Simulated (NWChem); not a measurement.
System: SiF$_{4}$; SMILES F[Si](F)(F)F

Input file for NWChem:

```
start job
memory heap 200 mb stack 900 mb global 1100 mb
geometry units angstroms noautoz
  F      1.359340     0.737951     0.351338
  Si    -0.000018    -0.000010    -0.000001
  F     -1.110115     1.076529    -0.353046
  F     -0.473388    -0.858188     1.247131
  F      0.224137    -0.956338    -1.245425
end
basis spherical
  * library def2-tzvpd
end
dft
  xc hfexch
  iterations 150
  semidirect filesize 400000000
  mulliken
end
task dft energy
```

Coordinates come from a PBE0/def2-SVP optimisation.

Q: Give the results of this calculation. (Hartree-Fock/def2-TZVPD.) Quantities: energy (Ha); highest occupied level (eV); orbital gap (eV).

A: 
| Property | Result |
|---|---|
| energy (Ha) | -687.18 |
| highest occupied level (eV) | -18.48 |
| orbital gap (eV) | 19.85 |
